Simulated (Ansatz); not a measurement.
A structure relaxed at PBE0-D4/def2-TZVP, charge 0, multiplicity 1:

Cartesian coordinates in Å:
```
N -0.9018 -1.3396 -0.2703
C 0.1739 -0.7483 -0.4805
F 1.1641 -1.2722 -1.2390
C 0.5567 0.6011 0.0468
N -0.4223 1.2573 0.8707
H -0.9361 -2.2455 -0.7326
H 1.4954 0.4829 0.5991
H 0.8070 1.2305 -0.8142
H -1.2878 1.3628 0.3549
H -0.6490 0.6709 1.6651
```

(1) Give its formula and SMILES.

(2) Point group (tolerance 0.08 Å, 0.16 Å for H)?

(3) Summarise the bond lengths by kind.

## Answers

(1) C2H5FN2, `N=C(F)CN`.

(2) Cs.

(3) 2 × C–N 1.245 to 1.438 Å; 3 × H–N 1.013 to 1.018 Å; 1 × C–F 1.353 Å; 1 × C–C 1.498 Å; 2 × C–H 1.096 Å.

Program: Ansatz 0.2.0.
